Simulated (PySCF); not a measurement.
Compound: C3H3N3.
SMILES with atom numbers: `[cH:1]1[n:2][cH:3][n:4][cH:5][n:6]1` (hydrogens: H7 on C1; H8 on C3; H9 on C5)

The calculation used PBE/def2-SVPD geometry optimisation, gas phase (PySCF 2.14.0).

(1) Give the optimised bond lengths and angles.

Answers

(1) 
```json
{"bond": "C1–N2 and 5 like bonds", "length (Å)": "1.342", "order": "aromatic"}
{"bond": "C1–H7, C3–H8, C5–H9", "length (Å)": "1.103", "order": "single"}
```

Bonds in one row agree within 0.01 Å and their mean is given. Orders are formal, as drawn. A selection of angles:
```json
{"angle": "N2–C1–N6", "degrees": "125.6"}
{"angle": "N2–C1–H7", "degrees": "117.2"}
{"angle": "C1–N2–C3", "degrees": "114.4"}
```

All 6 C–N bonds measure 1.342 Å. N2 (pyridine-type nitrogen) is bent (angle 114.4°). The 6-membered ring C1–N2–C3–N4–C5–N6 has internal angles of 114.4° to 125.6° (sum 720°, against 720° for a flat polygon); it is planar, 0.00 Å rms from its mean plane, widest ring torsion 0°. The 6 heavy atoms lie in one plane (0.000 Å rms).

Point group: D3h (tolerance 0.08 Å). No frequency check.
